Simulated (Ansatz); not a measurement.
## Ansatz (development build ahead of 0.2.0) run

```yaml
crystal:
  periodic: [false, false, false]
  atoms:
    - { symbol: Li, position_ang: [0.0, 0.0, 0.782] }
    - { symbol: F, position_ang: [0.0, 0.0, -0.782] }
basis:
  gaussian: { orbitals: cc-pVDZ }
hamiltonian:
  xc: hf
correlation:
  method: ccsd_t
  frozen_orbitals: { F: 1, Li: 0 }
```

The input is written out in the form of the current development build from the run's settings.

Output:

| Item | Value |
| --- | --- |
| Converged | yes |
| Reference energy | -106.94553 hartree |
| CCSD correlation energy | -0.20751 hartree |
| Triples correction | -0.00273 hartree |
| Total energy | -107.15577 hartree |
| Spin squared of the determinant | 0.000 |
